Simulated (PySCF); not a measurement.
**Mayer bond orders and bond lengths**

C4H6O.
Numbering: `[CH2:1]=[C:2]=[CH:3][O:4][CH3:5]` (hydrogens: H6, H7 on C1; H8 on C3; H9, H10, H11 on C5)

Geometry (PBE0-D3(BJ)/def2-TZVP, Å), atoms numbered from 1 in this order:
```xyz
11
C4H6O angstrom
C      2.3917    1.1815    0.3823
C      1.1859    0.7281    0.2110
C     -0.0422    0.3196    0.0419
O     -0.3833   -0.9894   -0.0920
C     -1.7559   -1.2080   -0.3241
H      2.8180    1.3029    1.3751
H      3.0249    1.4497   -0.4598
H     -0.8587    1.0389    0.0070
H     -1.8939   -2.2852   -0.4024
H     -2.3661   -0.8290    0.5038
H     -2.0838   -0.7368   -1.2576
```

Bond orders from the PBE0/pcSseg-2 density (PySCF). One conformer (not necessarily the lowest) at the PBE0-D3(BJ)/def2-TZVP geometry, without solvent, vibrations or thermal averaging.

**Question.** How far do the computed orders between heavy atoms stray from the drawn ones?

**Answer.** The largest departure is 0.156, at C2–C3 (drawn double, 1.844).

**Question.** Set the Mayer orders of the bonds beside their lengths.

**Answer.** 
```json
{"bond": "C1–C2", "drawn as": "double", "length (Å)": "1.300", "Mayer order": "2.028"}
{"bond": "C2–C3", "drawn as": "double", "length (Å)": "1.305", "Mayer order": "1.844"}
{"bond": "C3–O4", "drawn as": "single", "length (Å)": "1.359", "Mayer order": "1.025"}
{"bond": "O4–C5", "drawn as": "single", "length (Å)": "1.409", "Mayer order": "0.909"}
{"bond": "C1–H6", "drawn as": "single", "length (Å)": "1.087", "Mayer order": "0.969"}
{"bond": "C1–H7", "drawn as": "single", "length (Å)": "1.087", "Mayer order": "0.968"}
{"bond": "C3–H8", "drawn as": "single", "length (Å)": "1.089", "Mayer order": "1.016"}
{"bond": "C5–H9", "drawn as": "single", "length (Å)": "1.089", "Mayer order": "0.997"}
{"bond": "C5–H10", "drawn as": "single", "length (Å)": "1.096", "Mayer order": "0.998"}
{"bond": "C5–H11", "drawn as": "single", "length (Å)": "1.096", "Mayer order": "0.998"}
```

Bonds between the same two heavy elements. C–C: lowest C2–C3 (1.844, 1.305 Å), highest C1–C2 (2.028, 1.300 Å). C–O: lowest O4–C5 (0.909, 1.409 Å), highest C3–O4 (1.025, 1.359 Å).

**Question.** Sum the orders of all bonds at each heavy atom with more than one neighbour and set the sums beside the valence in the SMILES.

**Answer.** C1 3.965 (drawn 4), C2 3.872 (drawn 4), C3 3.885 (drawn 4), O4 1.934 (drawn 2), C5 3.902 (drawn 4). Orders between atoms that aren't bonded are not in these sums.

The Mayer order sums products of elements of PS (density times overlap matrix) between the two atoms' basis functions, so it depends on the basis set.
